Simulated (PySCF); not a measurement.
Input for PySCF: R-M06-2X/def2-TZVPPD on H2O (SMILES O) with ghost functions.

```python
from pyscf import gto, dft

mol = gto.M(
    atom='''
    O     1.99752489    0.34491229   -0.00089819
    H     2.43672889    0.73306429   -0.76077019
    H     2.43540889    0.74751629    0.75219181
    ghost-O   -0.95088611    0.44249829   -0.00338119
    ghost-H    0.01338289    0.41002629   -0.00302719
    ghost-C   -1.41231511   -0.89295371    0.00489181
    ghost-H   -2.49860111   -0.86156671    0.00402881
    ghost-H   -1.09029011   -1.45243771   -0.87663719
    ghost-H   -1.09135211   -1.44113271    0.89388481
    ''',
    basis='def2-tzvppd',
    charge=0, spin=0, verbose=4, max_memory=1800)
mf = dft.RKS(mol, xc='m062x').density_fit(auxbasis='def2-universal-jkfit')
mf.grids.level = 4
mf.conv_tol = 1e-9
mf.max_cycle = 150
mf.kernel()
mf.dip_moment()
```

Output:

```
PySCF version 2.14.0

[INPUT] verbose = 4
[INPUT] num. atoms = 9
[INPUT] num. electrons = 10
[INPUT] charge = 0
[INPUT] spin (= nelec alpha-beta = 2S) = 0
[INPUT] symmetry False subgroup None
[INPUT] Mole.unit = angstrom
[INPUT] Symbol           X                Y                Z      unit          X                Y                Z       unit  Magmom
[INPUT]  1 O      1.997524890000   0.344912290000  -0.000898190000 AA    3.774774969102   0.651789765097  -0.001697333108 Bohr   0.0
[INPUT]  2 H      2.436728890000   0.733064290000  -0.760770190000 AA    4.604750241915   1.385290739799  -1.437647302833 Bohr   0.0
[INPUT]  3 H      2.435408890000   0.747516290000   0.752191810000 AA    4.602255803431   1.412601061751   1.421436514041 Bohr   0.0
[INPUT]  4 GHOST-O  -0.950886110000   0.442498290000  -0.003381190000 AA   -1.796914323553   0.836200578688  -0.006389523075 Bohr   0.0
[INPUT]  5 GHOST-H   0.013382890000   0.410026290000  -0.003027190000 AA    0.025289996855   0.774837391971  -0.005720560027 Bohr   0.0
[INPUT]  6 GHOST-C  -1.412315110000  -0.892953710000   0.004891810000 AA   -2.668888759485  -1.687437953814   0.009244181153 Bohr   0.0
[INPUT]  7 GHOST-H  -2.498601110000  -0.861566710000   0.004028810000 AA   -4.721671792434  -1.628125119943   0.007613347508 Bohr   0.0
[INPUT]  8 GHOST-H  -1.090290110000  -1.452437710000  -0.876637190000 AA   -2.060349704222  -2.744709484890  -1.656604199708 Bohr   0.0
[INPUT]  9 GHOST-H  -1.091352110000  -1.441132710000   0.893884810000 AA   -2.062356593366  -2.723346131052   1.689197477809 Bohr   0.0

nuclear repulsion = 9.1723717476049
number of shells = 83
number of NR pGTOs = 276
number of NR cGTOs = 219
basis = def2-tzvppd
ecp = {}


******** <class 'pyscf.df.df_jk.DFRKS'> ********
method = DFRKS
initial guess = minao
damping factor = 0
level_shift factor = 0
DIIS = <class 'pyscf.scf.diis.CDIIS'>
diis_start_cycle = 1
diis_space = 8
diis_damp = 0
SCF conv_tol = 1e-09
SCF conv_tol_grad = None
SCF max_cycles = 150
direct_scf = False
XC library pyscf.dft.libxc version 7.1.2
    S. Lehtola, C. Steigemann, M. J. T. Oliveira, and M. A. L. Marques,  SoftwareX 7, 1–5 (2018)
XC functionals = m062x
    Y. Zhao and D. G. Truhlar,  Theor. Chem. Acc. 120, 215 (2008)
    Y. Zhao and D. G. Truhlar,  Theor. Chem. Acc. 120, 215 (2008)
radial grids:
    Treutler-Ahlrichs [JCP 102, 346 (1995); DOI:10.1063/1.469408] (M4) radial grids

becke partition: Becke, JCP 88, 2547 (1988); DOI:10.1063/1.454033
pruning grids: <function nwchem_prune>
grids dens level: 4
symmetrized grids: False
atomic radii adjust function: <function treutler_atomic_radii_adjust>
small_rho_cutoff = 0
Set gradient conv threshold to 3.16228e-05
Initial guess from minao.
tot grids = 179376
******** <class 'pyscf.df.df.DF'> ********
auxbasis = def2-universal-jkfit
init E= -76.3249538211624
  HOMO = -0.453119876984328  LUMO = -0.0144027689181598  gap/eV = 11.93810
cycle= 1 E= -76.3718439378545  delta_E= -0.0469  |g|= 0.568  |ddm|= 0.883
  HOMO = -0.277918994178496  LUMO = 0.00793767002975088  gap/eV = 7.77856
cycle= 2 E= -76.3519287125472  delta_E= 0.0199  |g|= 0.688  |ddm|= 0.572
  HOMO = -0.407353199911569  LUMO = 0.00321744516912759  gap/eV = 11.17220
cycle= 3 E= -76.4310485416227  delta_E= -0.0791  |g|= 0.0271  |ddm|= 0.276
  HOMO = -0.402972096722227  LUMO = 0.00492189951164335  gap/eV = 11.09936
cycle= 4 E= -76.4311661066409  delta_E= -0.000118  |g|= 0.00364  |ddm|= 0.0205
  HOMO = -0.403551582966966  LUMO = 0.00480186169560071  gap/eV = 11.11186
cycle= 5 E= -76.4311690966105  delta_E= -2.99e-06  |g|= 0.000499  |ddm|= 0.00353
  HOMO = -0.403587741990467  LUMO = 0.00480625566349246  gap/eV = 11.11297
cycle= 6 E= -76.4311691942086  delta_E= -9.76e-08  |g|= 6.92e-05  |ddm|= 0.000877
  HOMO = -0.403589078873257  LUMO = 0.00480801568331657  gap/eV = 11.11305
cycle= 7 E= -76.4311691973668  delta_E= -3.16e-09  |g|= 6.83e-06  |ddm|= 0.000201
  HOMO = -0.403590306705524  LUMO = 0.00480798395648918  gap/eV = 11.11308
cycle= 8 E= -76.4311691973987  delta_E= -3.2e-11  |g|= 8.86e-07  |ddm|= 1.23e-05
  HOMO = -0.403590305710182  LUMO = 0.00480799420239819  gap/eV = 11.11308
Extra cycle  E= -76.4311691973995  delta_E= -7.39e-13  |g|= 3.31e-07  |ddm|= 1.56e-06
converged SCF energy = -76.4311691973995
Dipole moment(X, Y, Z, Debye):  1.41154,  1.27357, -0.01092
```

The calculation finished and met its thresholds.

Cost: very roughly 27 core-seconds.
